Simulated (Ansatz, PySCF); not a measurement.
This singlet lies 2.98 eV below the relaxed triplet at the level frozen-core full CI/6-31g // B3LYP-D3(BJ)/def2-TZVP (Ansatz, a quantum-chemistry and plane-wave program).

B3LYP has the VWN-RPA correlation part, as in Gaussian. 

Cartesian coordinates (Å):
```xyz
2

C      0.7659     0.0000     0.0000
S     -0.7659     0.0000     0.0000
```
Charge 0, multiplicity 1.

Question: What is the computed HOMO, dipole moment, HOMO–LUMO gap, total energy and LUMO (B3LYP-D3(BJ)/def2-TZVP run with PySCF 2.14.0)?

Answer: 
| Item | Value |
|---|---|
| HOMO | -8.64 eV |
| dipole moment | 1.94 D |
| HOMO–LUMO gap | 6.08 eV |
| total energy | -436.2590 Ha |
| LUMO | -2.56 eV |
